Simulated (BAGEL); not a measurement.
# C2H3ClF2 (SMILES FCC(F)Cl): HF/cc-pVDZ (density fitting with qzvpp-jkfit)

What is the vertical ionisation energy of C2H3ClF2 at HF/cc-pVDZ (density fitting with qzvpp-jkfit)? 

Program for the calculation: BAGEL 1.2.2.

12 further runs of the same task are left out: 12 set aside as unsound or not needed.

**1. The structure to begin with**

C2H3ClF2: 8 atoms, total charge 0, spin state singlet. SMILES: `FCC(F)Cl`. The coordinates come from a PBE0-D4/def2-TZVP relaxation. This is one conformer, not always the lowest.

Bond lengths: F1–C2 1.374 Å, C2–C3 1.507 Å, C3–F4 1.355 Å, C3–Cl5 1.774 Å, C2–H6 1.092 Å, C2–H7 1.093 Å, C3–H8 1.091 Å. Some angles: F1–C2–C3 109.0°, C2–C3–F4 110.3°, C2–C3–Cl5 108.5°, F4–C3–Cl5 109.6°, F1–C2–H6 109.1°, F1–C2–H7 109.2°, C3–C2–H6 109.8°, C3–C2–H7 109.7°, C2–C3–H8 112.4°, F4–C3–H8 108.5°.

**2. The energy at HF/cc-pVDZ (density fitting with qzvpp-jkfit)**

Input file hf.json:

```json
{ "bagel": [

{
  "title": "molecule",
  "basis": "cc-pvdz.json",
  "df_basis": "qzvpp-jkfit",
  "angstrom": true,
  "geometry": [
    { "atom": "F", "xyz": [   -0.356100,   -0.815200,    1.579400 ] },
    { "atom": "C", "xyz": [    0.298000,    0.039200,    0.725000 ] },
    { "atom": "C", "xyz": [   -0.320800,   -0.068900,   -0.644800 ] },
    { "atom": "F", "xyz": [   -0.104600,   -1.302200,   -1.162600 ] },
    { "atom": "Cl", "xyz": [    0.420900,    1.153900,   -1.694200 ] },
    { "atom": "H", "xyz": [    0.197500,    1.061200,    1.096600 ] },
    { "atom": "H", "xyz": [    1.353200,   -0.241400,    0.675300 ] },
    { "atom": "H", "xyz": [   -1.395900,    0.116300,   -0.630600 ] }
  ]
},
{ "title": "hf" },
{ "title": "print", "file": "orbitals.molden", "orbitals": true }

]}
```

The basis set cc-pVDZ is read from a file made from the Basis Set Exchange's data (not shown).

Command:

```
$ BAGEL_NUM_THREADS=1 BAGEL hf.json > hf.out
```

Log:

```text
* using 1 threads per process

  ===============================================================
  ===============================================================

  *** Geometry ***

  { "atom" : "F", "xyz" : [     -0.672931,     -1.540505,      2.984633 ] },
  { "atom" : "C", "xyz" : [      0.563138,      0.074077,      1.370051 ] },
  { "atom" : "C", "xyz" : [     -0.606224,     -0.130202,     -1.218495 ] },
  { "atom" : "F", "xyz" : [     -0.197665,     -2.460801,     -2.196996 ] },
  { "atom" : "Cl", "xyz" : [      0.795386,      2.180555,     -3.201574 ] },
  { "atom" : "H", "xyz" : [      0.373221,      2.005377,      2.072274 ] },
  { "atom" : "H", "xyz" : [      2.557177,     -0.456180,      1.276132 ] },
  { "atom" : "H", "xyz" : [     -2.637869,      0.219775,     -1.191661 ] },

  Number of auxiliary basis functions:      486

  Since a DF basis is specified, we compute 2- and 3-index integrals:
    o Being stored without compression. Storage requirement is 0.031 GB

  Number of basis functions:       89
  Number of electrons      :       50

    * METHOD: MOLECULE                             0.40

  *** RHF ***

  === Nuclear Repulsion ===
   233.3823098059

      * DIIS with orbital gradients will be used.

  === RHF iteration (cc-pvdz.json) ===
      0       -735.68123245          0.01292151           0.12
      1       -735.80378500          0.00893545           0.11
      2       -735.86016741          0.00125638           0.11
      3       -735.86195029          0.00027459           0.11
      4       -735.86202248          0.00007713           0.11
      5       -735.86203173          0.00002613           0.11
      6       -735.86203276          0.00000845           0.11
      7       -735.86203286          0.00000325           0.11
      8       -735.86203287          0.00000121           0.11
      9       -735.86203287          0.00000038           0.11
     10       -735.86203287          0.00000010           0.11
     11       -735.86203287          0.00000004           0.12
     12       -735.86203287          0.00000002           0.11
     13       -735.86203287          0.00000001           0.12
    * SCF iteration converged.

    * Permanent dipole moment:
           (    0.025886,    -0.635300,    -0.260097) a.u.

    * METHOD: HF                                   1.84

    * METHOD: PRINT                                0.04

  ===============================================================
```

It took 2.4 s on 1 thread of Arm Neoverse N1, shared host; peak memory 0.12 GiB.

**3. The doublet cation, same level**

Input file input.json:

```json
{ "bagel" : [

{
  "title" : "molecule",
  "basis" : "cc-pvdz.json",
  "df_basis" : "qzvpp-jkfit",
  "angstrom" : true,
  "geometry" : [
    { "atom" : "F", "xyz" : [      -0.356100,      -0.815200,       1.579400 ] },
    { "atom" : "C", "xyz" : [       0.298000,       0.039200,       0.725000 ] },
    { "atom" : "C", "xyz" : [      -0.320800,      -0.068900,      -0.644800 ] },
    { "atom" : "F", "xyz" : [      -0.104600,      -1.302200,      -1.162600 ] },
    { "atom" : "Cl", "xyz" : [       0.420900,       1.153900,      -1.694200 ] },
    { "atom" : "H", "xyz" : [       0.197500,       1.061200,       1.096600 ] },
    { "atom" : "H", "xyz" : [       1.353200,      -0.241400,       0.675300 ] },
    { "atom" : "H", "xyz" : [      -1.395900,       0.116300,      -0.630600 ] }
  ]
},

{ "title" : "uhf", "charge" : 1, "nopen" : 1 },

{ "title" : "print", "file" : "orbitals.molden", "orbitals" : true }

]}
```

The basis set cc-pVDZ is read from a file made from the Basis Set Exchange's data (not shown).

Command:

```
$ BAGEL_NUM_THREADS=1 BAGEL input.json > input.out
```

Log:

```text
* using 1 threads per process

  ===============================================================
  ===============================================================

  *** Geometry ***

  { "atom" : "F", "xyz" : [     -0.672931,     -1.540505,      2.984633 ] },
  { "atom" : "C", "xyz" : [      0.563138,      0.074077,      1.370051 ] },
  { "atom" : "C", "xyz" : [     -0.606224,     -0.130202,     -1.218495 ] },
  { "atom" : "F", "xyz" : [     -0.197665,     -2.460801,     -2.196996 ] },
  { "atom" : "Cl", "xyz" : [      0.795386,      2.180555,     -3.201574 ] },
  { "atom" : "H", "xyz" : [      0.373221,      2.005377,      2.072274 ] },
  { "atom" : "H", "xyz" : [      2.557177,     -0.456180,      1.276132 ] },
  { "atom" : "H", "xyz" : [     -2.637869,      0.219775,     -1.191661 ] },

  Number of auxiliary basis functions:      486

  Since a DF basis is specified, we compute 2- and 3-index integrals:
    o Being stored without compression. Storage requirement is 0.031 GB

  Number of basis functions:       89
  Number of electrons      :       50

    * METHOD: MOLECULE                             0.41

  *** Open-shell HF ***

  === Nuclear Repulsion ===
   233.3823098059

      * DIIS with orbital gradients will be used.

  === UHF iteration (cc-pvdz.json) ===
      0       -735.17826075          0.03240894           0.23
      1       -735.31069399          0.02582946           0.23
      2       -735.37080270          0.01751659           0.23
      3       -735.42910790          0.00252196           0.23
      4       -735.43796865          0.00190510           0.23
      5       -735.44648455          0.00149480           0.23
      6       -735.45157868          0.00149857           0.23
      7       -735.45214940          0.00031464           0.23
      8       -735.45227507          0.00010954           0.23
      9       -735.45228681          0.00005367           0.23
[... 36 lines of this table left out ...]
     46       -735.45231765          0.00000002           0.23
     47       -735.45231765          0.00000002           0.23
     48       -735.45231765          0.00000001           0.23
     49       -735.45231765          0.00000001           0.23
    * SCF iteration converged.

    * S^2 (UHF) is 0.7588

    * Permanent dipole moment:
           (   -0.301106,    -2.018486,     1.177512) a.u.

    * METHOD: UHF                                 11.66

    * METHOD: PRINT                                0.03

  ===============================================================
```

It took 12 s on 1 thread of Arm Neoverse N1, shared host; peak memory 0.12 GiB.

**4. Outcome**

Level: HF/cc-pVDZ (density fitting with qzvpp-jkfit).

```
                                          quantity          value
                    singlet C2H3ClF2: total energy  -735.86203 Eh
                   singlet C2H3ClF2: dipole moment         1.75 D
                     singlet C2H3ClF2: HOMO energy      -12.61 eV
                     singlet C2H3ClF2: LUMO energy        4.68 eV
                   singlet C2H3ClF2: HOMO–LUMO gap       17.29 eV
                      doublet cation: total energy  -735.45232 Eh
                              doublet cation: ⟨S²⟩          0.759
vertical ionisation energy (to the doublet cation)      11.149 eV
```

What this shows: Removing an electron at fixed nuclei costs 11.15 eV (257 kcal/mol). −ε(HOMO) before ionisation, 12.61 eV, is 1.46 eV above this ionisation energy.
